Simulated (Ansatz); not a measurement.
Diamond was calculated with PBE0 (Ansatz, a program for electronic structure, PAW).

Settings: plane-wave cutoff 460 eV, 12×12×12 k mesh, Fermi–Dirac smearing 0.01 eV, scalar-relativistic PAW data made under PBE.

Properties against volume:

```tsv
V (Å³/atom)	P (GPa)	direct gap at Γ (eV)	smallest gap on the k mesh (eV)
5.288	26.88	7.914	6.255
5.427	12.85	7.835	6.185
5.566	0.34	7.758	6.117
5.638	-5.58	7.719	6.083
5.705	-10.80	7.683	6.052
5.844	-20.73	7.610	5.989
```

The fundamental gap (6.08 eV at the equilibrium volume, with added k points) lies elsewhere than Γ–Γ.

Measured, for comparison: band gap 5.48 eV (low temperature, not corrected to a static lattice; as tabulated in arXiv:1206.3780).
